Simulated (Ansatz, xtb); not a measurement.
CH4Si: 4 structures ranked

4 gas-phase structures of CH4Si, found in a search over its isomers (lower ones may exist). Each was relaxed with GFN2-xTB:

A. `C[SiH]`, a singlet
B. `C=[SiH2]`, a singlet
C. `[CH][SiH3]`, a triplet
D. `C[SiH]`, a triplet

**Question.** Estimate their order in r2SCAN-D4/def2-SVP energy at these geometries, lowest first.

**Answer.** Calculated order at r2SCAN-D4/def2-SVP: B (0.000), A (0.174), D (0.749), C (1.921) eV.

Energies above the lowest of each column, in eV; the last columns are at B3LYP-D3(BJ)/def2-SVP geometries and were run for some of them only (a dash: not run or not comparable):

```tsv
structure	GFN2-xTB	HF/STO-3G	r2SCAN-D4/def2-SVP	B3LYP-D3(BJ)/def2-SVP	CCSD(T)/def2-TZVPP
B	0.000	1.369	0.000	0.000	0.000
A	0.114	0.000	0.174	0.058	0.106
D	–	0.875	0.749	1.043	1.092
C	–	1.012	1.921	–	–
```

CCSD(T)/def2-TZVPP puts B lowest of those it was run on; HF/STO-3G picks A. Frequencies (B3LYP-D3(BJ)/def2-SVP) were run for A, B, D alone. GFN2-xTB has no spin polarisation and isn't compared across spin states. Open shells are spin-unrestricted.

Programs: Ansatz 0.2.0, xtb 6.7.1.
